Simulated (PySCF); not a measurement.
**S: ionisation energy**

S [Ne] 3s2 3p4 (3P) → S⁺ [Ne] 3s2 3p3 (4S), as a difference of total energies. Computed with PySCF 2.14 in def2-TZVP, with no relativity, point nucleus. Correlated levels: valence: [Ne] frozen. The calculations carry no spin-orbit coupling.

```json
{"method": "UHF", "ionisation energy (eV)": "9.232"}
{"method": "PBE", "ionisation energy (eV)": "10.420"}
{"method": "B3LYP", "ionisation energy (eV)": "10.545"}
{"method": "MP2 (valence)", "ionisation energy (eV)": "9.954"}
{"method": "CCSD (valence)", "ionisation energy (eV)": "10.058"}
```

Task: Estimate what SCS-MP2 (valence) gives.

Result: 10.028 eV, closest to CCSD (valence) among the rows shown.

Task: Estimate what CCSD(T) (valence) gives.

Result: 10.090 eV, closest to CCSD (valence) among the rows shown.

Errors of the correlated levels include the incompleteness of this basis and the frozen core.

For comparison: 10.336 eV (measured; NIST levels, between the centres of gravity of the two terms).
